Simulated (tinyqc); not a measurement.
Hueckel theory of the pi electrons, for the molecule c1cc[nH]c1 (SMILES; centres numbered as the heavy atoms are written), step by step. One step of it, computed by the program tinyqc.

Question. Energy, charges, bond orders. E = sum n x; q_r = z_r - P_rr; bond order p = P_rs; free valence = sqrt(3) - sum of p over the bonds of the atom.

x values: [2.329743, 1.098039, 0.618034, -1.147783, -1.618034]

occupations: [2.000000, 2.000000, 2.000000, 0.000000, 0.000000]

charge and bond-order matrix P, order 1C, 2C, 3C, 4N, 5C:
$$\begin{pmatrix}
1.131658 & 0.578872 & -0.136354 & -0.233037 & 0.758073 \\
0.578872 & 1.131658 & 0.758073 & -0.233037 & -0.136354 \\
-0.136354 & 0.758073 & 1.055948 & 0.500514 & -0.391265 \\
-0.233037 & -0.233037 & 0.500514 & 1.624787 & 0.500514 \\
0.758073 & -0.136354 & -0.391265 & 0.500514 & 1.055948
\end{pmatrix}$$

Centres:
```
centre  z_r, pi electrons of the neutral centre         h
1C                                            1  0.000000
2C                                            1  0.000000
3C                                            1  0.000000
4N                                            2  1.280000
5C                                            1  0.000000
```

Bonds:
```
i  j         k
1  2         1
2  3         1
3  4  0.910000
4  5  0.910000
5  1         1
```

Give: pi energy = 6 alpha + this times beta; pi charges; Bond orders and lengths from R = 1.517 - 0.180 p; free valence of the carbons; gap between the highest filled and the next level.

Answer.

pi energy = 6 alpha + this times beta = 8.0916

pi charges: 1C -0.1317, 2C -0.1317, 3C -0.0559, 4N 0.3752, 5C -0.0559

Bond orders and lengths from R = 1.517 - 0.180 p (angstrom, C-C alone):
```
bond       p       R
1-2   0.5789  1.4128
2-3   0.7581  1.3805
3-4   0.5005       -
4-5   0.5005       -
5-1   0.7581  1.3805
```

free valence of the carbons: 1C 0.3951, 2C 0.3951, 3C 0.4735, 5C 0.4735

gap between the highest filled and the next level = 1.7658 |beta|
